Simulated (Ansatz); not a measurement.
## C3H4FN, SMILES FC1C=NC1: a geometry optimisation, step by step

With Ansatz 0.2.0 through its Python package.

Run as a notebook:

In [1]:
```python
import itertools

import ansatz as az
from ase.data import atomic_numbers, covalent_radii
import numpy as np
```

In [2]:
```python
BASIS_SET = "def2-SVP"
FUNCTIONAL = "hf"
```

In [3]:
```python
GEOMETRY = """
F    -1.38090   -0.30770    1.16230
C    -0.43210    0.34290    0.47590
C     0.84250   -0.37760    0.65350
N     1.13850   -0.62860   -0.57510
C    -0.21220   -0.03500   -0.99790
H    -0.35300    1.43200    0.69090
H     1.45380   -0.56380    1.59890
H    -0.04990    0.82820   -1.67720
H    -0.91820   -0.73660   -1.34840
"""
```

In [4]:
```python
c3h4fn = az.Crystal.molecule()
for line in GEOMETRY.strip().splitlines():
    symbol, *xyz = line.split()
    c3h4fn = c3h4fn.atom(symbol, [float(v) for v in xyz])
```

In [5]:
```python
base = (
    c3h4fn.calculation()
    .basis(gaussian=BASIS_SET)
    .functional(FUNCTIONAL)
)
symbols = [site.symbol for site in c3h4fn.cartesian_sites]
start = np.array([site.position_ang for site in c3h4fn.cartesian_sites], dtype=float)
r = base.relax(force_tolerance=0.005).run(threads=1).report
end = np.array(r["positions_ang"])
```

In [6]:
```python
print("reference energy %16.6f eV" % r["reference_energy_ev"])
print("total energy     %16.6f eV" % r["free_energy_ev"])
print("occupied orbitals outside the frozen core (up, down):", r["n_occupied"], " frozen:", r["n_frozen"], " virtual:", r["n_virtual"])
```
```text
reference energy     -7334.519633 eV
total energy         -7334.519633 eV
occupied orbitals outside the frozen core (up, down): [19, 19]  frozen: 0  virtual: [71, 71]
```

In [7]:
```python
# pairs closer than 1.2 times the sum of covalent radii, before or after
radius = [covalent_radii[atomic_numbers[s]] for s in symbols]
span = lambda where, i, j: np.linalg.norm(where[i] - where[j])
bonded = [(i, j) for i, j in itertools.combinations(range(len(symbols)), 2) if min(span(start, i, j), span(end, i, j)) < 1.2 * (radius[i] + radius[j])]
print("pair        before    after (A)")
for i, j in bonded:
    print(f"{symbols[i]}{i}-{symbols[j]}{j}".ljust(10), f"{span(start, i, j):8.4f} {span(end, i, j):8.4f}")
with open("c3h4fn_opt.xyz", "w") as handle:
    handle.write(f"{len(symbols)}\nrelaxed C3H4FN\n")
    handle.writelines(f"{s:2s} {x:11.6f} {y:11.6f} {z:11.6f}\n" for s, (x, y, z) in zip(symbols, end))
```
```text
pair        before    after (A)
F0-C1        1.3396   1.3508
C1-C2        1.4749   1.5031
C1-C4        1.5373   1.5400
C1-H5        1.1129   1.0900
C2-N3        1.2884   1.2603
C2-H6        1.1411   1.0864
N3-C4        1.5348   1.4743
C4-H7        1.1104   1.0908
C4-H8        1.0552   1.0892
```

It writes `c3h4fn_opt.xyz`:
```text
9
relaxed C3H4FN
F    -1.502151   -0.199842    1.103146
C    -0.418831    0.346428    0.509242
C     0.891047   -0.374116    0.665053
N     1.122481   -0.594877   -0.553976
C    -0.173688   -0.025129   -0.964983
H    -0.399394    1.411660    0.739227
H     1.524233   -0.620180    1.512898
H    -0.093642    0.790288   -1.685018
H    -0.861554   -0.780432   -1.342688
```

Total energies depend on the basis set; only differences at equal settings carry meaning. The end point is the stationary point reached from this start; no frequency run checks that it is a minimum, and the basis set is modest. Hardware and time: 47 s on 1 thread of AMD EPYC 7571, with other jobs on the host, peak memory 0.26 GiB.
